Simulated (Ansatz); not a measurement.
## CH₃ (charge +1), SMILES [CH3+]: a rigid scan of one bond length, step by step

Program: the Python package of Ansatz (0.2.0).

At the Python prompt:
```pycon
>>> from dataclasses import dataclass
>>> import ansatz
>>> from ase import Atoms
>>> import numpy as np
>>> @dataclass(frozen=True)
... class Options:
...     basis_set: str = "cc-pVDZ"
...     level: str = "mp2"
...     net_charge: int = 1
...
>>> cfg = Options()
>>> atoms = Atoms(["C", "H", "H", "H"], positions=[
...     [0.00042, -0.00044, -1e-05],
...     [0.27195, 0.60413, 0.88217],
...     [-1.00166, 0.10254, -0.44928],
...     [0.72929, -0.70623, -0.43289],
... ])
>>> mol = ansatz.Crystal.molecule_from_ase(atoms)
>>> symbols = [site.symbol for site in mol.cartesian_sites]
>>> start = np.array([site.position_ang for site in mol.cartesian_sites])
>>> axis = (start[3] - start[0]) / np.linalg.norm(start[3] - start[0])
>>> moving = [3]
>>> lengths, energies = [0.971, 1.015, 1.059, 1.103, 1.147, 1.191, 1.235, 1.302], []
>>> for length in lengths:
...     xyz = start.copy()
...     xyz[moving] += (length - np.linalg.norm(start[3] - start[0])) * axis
...     point = ansatz.Crystal.molecule()
...     for symbol, place in zip(symbols, xyz):
...         point = point.atom(symbol, place.tolist())
...     setup = point.calculation().basis(gaussian=cfg.basis_set).correlation(cfg.level).charge(cfg.net_charge)
...     data = setup.run(threads=1).report
...     energies.append(data["free_energy_ev"])
...     print(f"r = {length:6.3f} A  E = {energies[-1]:.5f} eV  <S^2> = {abs(data['mean_field']['state']['spin_squared']):.3f}")
...
r =  0.971 A  E = -1070.15289 eV  <S^2> = 0.000
r =  1.015 A  E = -1070.38852 eV  <S^2> = 0.000
r =  1.059 A  E = -1070.51132 eV  <S^2> = 0.000
r =  1.103 A  E = -1070.54520 eV  <S^2> = 0.000
r =  1.147 A  E = -1070.50941 eV  <S^2> = 0.000
r =  1.191 A  E = -1070.41942 eV  <S^2> = 0.000
r =  1.235 A  E = -1070.28766 eV  <S^2> = 0.000
r =  1.302 A  E = -1070.02878 eV  <S^2> = 0.000
>>> # quartic fit about the minimum
>>> fit = np.polynomial.Polynomial.fit(lengths, np.array(energies) - min(energies), 4).convert()
>>> roots = [r.real for r in fit.deriv().roots() if abs(r.imag) < 1e-9 and fit.deriv(2)(r.real) > 0]
>>> r_e = min(roots, key=lambda r: abs(r - lengths[int(np.argmin(energies))]))
>>> print(f"minimum of the fit at {r_e:.4f} A, force constant {fit.deriv(2)(r_e):.2f} eV/A^2")
minimum of the fit at 1.1005 A, force constant 36.54 eV/A^2
```

Reading the output:
- Total energies depend on the basis set; only differences at equal settings carry meaning.
- The rest of the molecule is held rigid at a force-field or estimated start geometry, and the basis set is modest; single-reference methods fail as a bond breaks.
- The orbitals are restricted, so S² is zero by construction.
- S² is that of the Hartree-Fock reference.
- The whole script took 1 s on 1 thread of Arm Neoverse V2, on a shared host, peak memory 0.14 GiB.
